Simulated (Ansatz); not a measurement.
Geometry optimisation, Ansatz, RKS revPBE-D4/6-31G*.

The input (input.yaml):

```yaml
crystal:
  periodic: [false, false, false]
  atoms:
    - { symbol: "N", position_ang: [-0.98842, -1.81268, 0.32746] }
    - { symbol: C, position_ang: [0.02054, -1.14418, -0.0734] }
    - { symbol: Si, position_ang: [0.4559, 0.64336, -0.16063] }
    - { symbol: H, position_ang: [-1.82179, -1.30582, 0.71236] }
    - { symbol: H, position_ang: [0.78896, 0.88305, -1.5994] }
    - { symbol: H, position_ang: [-0.19128, 1.97361, 0.18963] }
    - { symbol: H, position_ang: [1.73609, 0.76267, 0.60399] }
total_charge: -1
basis:
  gaussian: { orbitals: "6-31G*" }
hamiltonian:
  xc: revpbe
  dispersion: d4
relax:
  f_tol: 0.02
  max_steps: 40
scf:
  lower_state_search: "off"
output:
  orbitals: {}
```

Command:

```bash
$ ansatz run input.yaml --threads 1 --pin off --max-ram 2048MiB --backend cpu --events-out ev --progress --plain --runs-dir out
```

**Question.** Where does it end, and by what steps?

**Answer.** It converged. Limits of this set-up: an anion without diffuse functions, the dipole of an ion depends on the origin. After 9 steps the energy has fallen by 0.223 eV; H6 moved furthest, 0.43 Å.

```csv
step,energy less start (eV),largest force component (eV/Å),accepted
0,0.0000,1.626,yes
1,-0.1378,0.500,yes
2,-0.1928,0.764,yes
3,-0.2043,0.421,yes
4,-0.2133,0.360,yes
5,-0.2204,0.147,yes
6,-0.2218,0.143,yes
7,-0.2226,0.025,yes
8,-0.2227,0.032,yes
9,-0.2227,0.008,yes
```

```xyz
7
Properties=species:S:1:pos:R:3
N -0.987 -1.967 0.318
C -0.029 -1.210 -0.057
Si 0.355 0.764 -0.113
H -1.834 -1.503 0.710
H 0.757 0.856 -1.584
H 0.041 2.327 0.110
H 1.697 0.732 0.617
```

Run time: 19 s on 1 thread of Arm Neoverse N1, on a shared host, peak memory 0.11 GiB.
